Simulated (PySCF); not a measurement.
Run record: geometry optimisation, `CC(C)F`.

Method: PBE0-D3(BJ)/def2-SVP geometry optimisation, gas phase (PySCF 2.14.0). Start geometry: GFN2-xTB. A driver script takes a list of jobs; this job's settings line and coordinates (Å) are shown.

Command:
```bash
OMP_NUM_THREADS=1 python probes_run.py task.json out
```

Input:
```
{"job": {"xc": "PBE0", "basis": "def2-SVP", "d3": "d3bj", "grid": 1, "shake": 0.01, "kind": "geom"}, "charge": 0, "multiplicity": 1}
C     -1.169770    -0.476620     0.217290
C     -0.122710     0.530760    -0.221800
C      1.266980    -0.038270    -0.112050
F     -0.169500     1.664600     0.581290
H     -1.016240    -0.769970     1.228940
H     -1.173330    -1.319220    -0.434780
H     -2.162840     0.008880     0.154280
H     -0.291150     0.900050    -1.245200
H      1.477510    -0.338700     0.940930
H      1.385300    -0.898020    -0.749160
H      2.013860     0.710680    -0.375400
```

Output:
```
step   0  E = -217.97516593  max force = 0.042438
step   1  E = -217.97846794  max force = 0.006844
step   2  E = -217.97857515  max force = 0.000728
step   3  E = -217.97858011  max force = 0.000176
optimisation converged
```

Energies in Eh; «max force» is the largest Cartesian gradient component in Eh/bohr.

**Question.** How much energy does the optimisation release, in eV?

**Answer.** E(step 0) − E(last step) = 0.003414 Eh, which is 0.093 eV.

**Question.** Give the first gradient maximum in eV/Å.

**Answer.** With 1 Eh/bohr = 51.422 eV/Å, 2.182 eV/Å.

Main results: final energy -217.97858 Eh after 3 steps; dipole 1.79 D.

**Question.** Where do the atoms end?

**Answer.** 0.033 Å rms from the input after alignment:
```
atom  x, y, z in Å
C1    -1.2829   -0.3509    0.0760
C2    -0.1487    0.5692   -0.3132
C3     1.2222   -0.0468   -0.1516
F4    -0.2150    1.7061    0.4768
H5    -1.1628   -0.6889    1.1167
H6    -1.3087   -1.2366   -0.5758
H7    -2.2469    0.1714   -0.0087
H8    -0.2845    0.9027   -1.3587
H9     1.3721   -0.3820    0.8863
H10    1.3417   -0.9146   -0.8173
H11    2.0037    0.6873   -0.3949
```

Time: 15 s wall; peak memory 0.38 GiB. Hardware: one thread, Arm Neoverse N1 (aarch64), on a shared host.
Labels such as C1 count atoms from 1, the log's own numbers from 0.
